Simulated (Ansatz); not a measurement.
# Forces away from equilibrium

CH5Si (SMILES C[SiH2+]) (charge +1), singlet, displaced at random from a GFN2-xTB minimum.

```csv
atom,x (Å),y (Å),z (Å)
C1,-0.2029,-0.7629,-0.2062
Si2,0.2498,0.9624,0.3002
H3,-0.6688,-1.3437,0.5374
H4,0.6814,-1.3542,-0.6284
H5,-0.9289,-0.7104,-1.0400
H6,-0.4327,1.5857,1.3729
H7,1.3633,1.6592,-0.3073
```

Program: Ansatz 0.2.0. Basis: def2-TZVPP. Cores are frozen in the correlated methods.

CCSD(T) forces from the calculation:
```json
{"atom": "C1", "Fx": "1.609", "Fy": "0.238", "Fz (eV/Å)": "-1.812"}
{"atom": "Si2", "Fx": "0.196", "Fy": "-1.747", "Fz (eV/Å)": "-0.593"}
{"atom": "H3", "Fx": "-0.609", "Fy": "-0.526", "Fz (eV/Å)": "1.268"}
{"atom": "H4", "Fx": "-0.970", "Fy": "0.985", "Fz (eV/Å)": "0.559"}
{"atom": "H5", "Fx": "0.137", "Fy": "0.194", "Fz (eV/Å)": "0.074"}
{"atom": "H6", "Fx": "-0.566", "Fy": "0.607", "Fz (eV/Å)": "0.748"}
{"atom": "H7", "Fx": "0.203", "Fy": "0.250", "Fz (eV/Å)": "-0.243"}
```

Q: Which atom feels the largest CCSD(T) force, and how large is it?

A: C1, 2.43 eV/Å, along (0.66, 0.10, -0.74).

Root-mean-square difference of the force components from those of CCSD(T): PBE0-D4 0.103; wB97M-V 0.065; r2SCAN-D4 0.111; PBE-D4 0.181; CAM-B3LYP-D4 0.076; revPBE-D4 0.168 eV/Å.

The T1 diagnostic stays at or below 0.011.

For scale, one of the runs: CCSD(T)/def2-TZVPP forces, 143 basis functions (an equivalent command: `ansatz run in.yaml --threads 4`). Time: 9.5 s of wall clock on 4 CPU threads; the host was shared. Peak host memory: 1.6 GiB.
